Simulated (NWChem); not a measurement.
# Basis-set dependence for carbon tetrachloride (CCl4)

```xyz
5

Cl     1.4595     0.0000     1.0320
C      0.0000     0.0000     0.0000
Cl    -1.4595     0.0000     1.0320
Cl     0.0000     1.4595    -1.0320
Cl     0.0000    -1.4595    -1.0320
```
Charge 0, spin multiplicity 1.

Program: NWChem. The geometry was optimised at B3LYP/def2-SVP, a minimum by its harmonic frequencies.

Hartree-Fock energies in Ha, correlation energies in mHa.

The correlated methods keep 21 core orbitals frozen. Coupled-cluster values serve here as a point of comparison, not as the truth.

| basis | functions | RHF | MP2 | SCS-MP2 | CCSD | CCSD+T(CCSD) | CCSD(T) | CR-CCSD[T] | CR-CCSD(T) |
|---|---|---|---|---|---|---|---|---|---|
| STO-3G | 41 | -1855.67605 | -102.0 | -106.8 | -120.0 | -122.8 | -122.4 | -122.4 | -122.1 |
| def2-SVP | 86 | -1875.19916 | -682.5 | -657.5 | -724.7 | -746.5 | -745.6 | -740.0 | -739.4 |

From STO-3G to def2-SVP the Hartree-Fock energy moves by -19523.1 mHa and the MP2 correlation energy by -580.5 mHa, which is 85 % of its value in the larger set.
